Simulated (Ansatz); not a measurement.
Geometry optimisation, RHF/def2-mTZVP in Ansatz 0.2.0.

input.yaml

```yaml
crystal:
  periodic: [false, false, false]
  atoms:
    - { symbol: Al, position_ang: [0.100682, 0.330099, 0.119253] }
    - { symbol: C, position_ang: [0.021397, 0.130873, 2.079021] }
    - { symbol: H, position_ang: [-0.920864, -0.263691, 2.451876] }
    - { symbol: H, position_ang: [0.827275, -0.495243, 2.455043] }
    - { symbol: H, position_ang: [0.148433, 1.094138, 2.569446] }
    - { symbol: H, position_ang: [1.513042, 0.54639, -0.55768] }
    - { symbol: H, position_ang: [-1.214822, 0.518751, -0.741213] }
    - { symbol: O, position_ang: [-0.207449, -2.556901, 0.736078] }
    - { symbol: H, position_ang: [-1.042652, -2.944798, 0.5193] }
    - { symbol: H, position_ang: [-0.335944, -2.106919, 1.584276] }
basis:
  gaussian: { orbitals: def2-mTZVP }
hamiltonian:
  xc: hf
relax:
  f_tol: 0.03
  max_steps: 50
```

Command:

```bash
$ ansatz run input.yaml --threads 1 --pin off --max-ram 2048MiB --backend cpu --events-out ev --progress --plain --runs-dir out
```

**Question.** Where does it end, and by what steps?

**Answer.** The run converged. After 10 steps the energy has fallen by 0.594 eV; H9 moved furthest, 0.74 Å. Joined: Al1–O8 (2.97 → 2.04 Å).

```json
{"step": "0", "energy less start (eV)": "0.0000", "largest force component (eV/Å)": "1.057", "accepted": "yes"}
{"step": "1", "energy less start (eV)": "0.0132", "largest force component (eV/Å)": "3.119", "accepted": "no"}
{"step": "2", "energy less start (eV)": "-0.0688", "largest force component (eV/Å)": "0.879", "accepted": "yes"}
{"step": "3", "energy less start (eV)": "-0.1404", "largest force component (eV/Å)": "1.345", "accepted": "yes"}
{"step": "4", "energy less start (eV)": "-0.2685", "largest force component (eV/Å)": "1.764", "accepted": "yes"}
{"step": "5", "energy less start (eV)": "-0.4589", "largest force component (eV/Å)": "1.571", "accepted": "yes"}
{"step": "6", "energy less start (eV)": "-0.5376", "largest force component (eV/Å)": "0.945", "accepted": "yes"}
{"step": "7", "energy less start (eV)": "-0.5817", "largest force component (eV/Å)": "0.413", "accepted": "yes"}
{"step": "8", "energy less start (eV)": "-0.5915", "largest force component (eV/Å)": "0.138", "accepted": "yes"}
{"step": "9", "energy less start (eV)": "-0.5940", "largest force component (eV/Å)": "0.047", "accepted": "yes"}
{"step": "10", "energy less start (eV)": "-0.5942", "largest force component (eV/Å)": "0.013", "accepted": "yes"}
```

```xyz
10
Properties=species:S:1:pos:R:3
Al 0.026 -0.126 0.313
C 0.028 0.280 2.255
H -0.900 0.004 2.753
H 0.840 -0.213 2.788
H 0.161 1.344 2.434
H 1.396 0.011 -0.487
H -1.322 0.111 -0.521
O -0.185 -2.154 0.431
H -0.921 -2.495 -0.061
H -0.235 -2.510 1.309
```

Whether the end is a true minimum wasn't checked by a vibrational analysis.

The run took 14 s on 1 thread of Arm Neoverse V2 (shared host), peak memory 0.14 GiB.
